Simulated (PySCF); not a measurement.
Question: Give a PBE0-D3(BJ)/def2-SVP geometry of `[O-]P([O-])([O-])=O`. (Charge -3.)

Answer: 
```xyz
5
PO4 angstrom
O     -0.5270    1.3123   -0.7397
P      0.0081   -0.0063   -0.0079
O      1.3812    0.3210    0.7451
O     -1.0768   -0.5027    1.0575
O      0.2546   -1.1556   -1.0935
```

Any rigid rotation of these coordinates is as good. Atoms count from 1 in this order. P2 (phosphoryl phosphorus) is tetrahedral (angles from 109.4° to 109.5°). All 4 O–P bonds measure 1.599 to 1.600 Å.

Bonds between heavy atoms (Å): O1=P2 1.600, P2–O3 1.600, P2–O4 1.599, P2–O5 1.600.

Method used: PBE0-D3(BJ)/def2-SVP geometry optimisation, gas phase in PySCF.

Point group: Td (tolerance 0.08 Å). Not checked by PBE0-D3(BJ)/def2-SVP frequencies. Whether so highly charged an anion holds all its electrons in the gas phase wasn't checked; a finite basis holds them in any case. No counter-ion or solvent screens the charge of this multiply charged ion. The geometry's basis has no diffuse functions, a weakness for an anion.
